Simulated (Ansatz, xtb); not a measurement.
Species: C3H5O, net charge -1, singlet state. It need not be the lowest isomer of its formula. Whether it binds its extra electron was not tested at this geometry. 
Coordinates optimised at B3LYP-D3(BJ)/def2-TZVP (Ansatz, a quantum-chemistry and plane-wave program):
```xyz
9

O      0.6753     0.0857     1.2158
C      0.0609     0.1280     0.1075
C     -0.3276     1.2411    -0.6126
C     -0.2904    -1.2466    -0.5013
H     -0.9077    -1.8068     0.2094
H     -0.8522     1.1513    -1.5565
H     -0.1110     2.2368    -0.2396
H      0.6308    -1.8219    -0.6441
H     -0.8199    -1.1800    -1.4570
```
Charge -1, spin multiplicity 1.

Harmonic wavenumbers from GFN2-xTB (xtb, at its own minimum), cm⁻¹: 49, 420, 487, 491, 581, 661, 821, 970, 982, 1038, 1277, 1352, 1455, 1499, 1514, 1698, 2953, 2966, 2973, 2999, 3039.

Give the harmonic wavenumbers at B3LYP-D3(BJ)/def2-TZVP (Ansatz, finite differences of forces, unscaled).

178, 424, 511, 514, 532, 711, 798, 971, 1032, 1050, 1291, 1346, 1454, 1463, 1474, 1606, 2985, 3035, 3051, 3106, 3182 cm⁻¹. Zero-point energy 43.9 kcal/mol.

From these and the geometry, give the ideal-gas thermochemistry at 298.15 K and 1 atm (rigid rotor, harmonic oscillator).

Point group Cs, rotational symmetry number 1. Rotational constants 10.46, 9.447, 5.12 GHz. S(trans) 38.05, S(rot) 23.97, S(vib) 5.93, S(elec, spin only) 0.00, S 67.9 cal/(mol K). H(298) - H(0) 3.53 kcal/mol; G - E(el) 27.2 kcal/mol.
